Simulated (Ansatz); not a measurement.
Ansatz (a first-principles code) input (PBE/aug-pcseg-1): A basis named .json is the Basis Set Exchange file of that set (core-valence sets with the plain set on hydrogen).

Ansatz 0.2 input:
```yaml
crystal:
  periodic: [false, false, false]
  atoms:
    - {symbol: O, position_ang: [1.13995611, -0.25449883, 0.02054648]}
    - {symbol: O, position_ang: [0.00546174, 0.47936869, 0.02574851]}
    - {symbol: O, position_ang: [-1.14541786, -0.22486987, -0.04629499]}
basis:
  gaussian:
    orbitals: aug-pcseg-1.json
hamiltonian:
  xc: {name: PBE}
total_charge: -1
magnetization: {spin_polarized: true, initial_magnetization: 1}
```

Output:

```
Functional definition: PBE
integrals: 0.01 GiB planned
534 factors; their error is unknown
mean field: 0.15 GiB planned
mean field evaluation 1: about -6124.6451 eV, gradient 3.9e1 eV
mean field evaluation 2: about -6095.1111 eV, gradient 1.0e2 eV
mean field evaluation 4: about -6130.0321 eV, gradient 8.0e0 eV
mean field evaluation 8: about -6130.2458 eV, gradient 1.9e-2 eV
mean field evaluation 16: about -6130.2458 eV, gradient 2.0e-5 eV
mean field -6130.24575571 eV, -225.2823762925 hartree, gradient 2.0e-5 eV, S^2 0.752028; 0 other end points of the search recorded, 0 dependent functions left out
reference -6130.24578669 eV, -225.2823774311 hartree; 13, 12 occupied and 56, 57 virtual orbitals, 534 factors
Total energy: -6130.24578669 eV, -225.2823774311 hartree
```
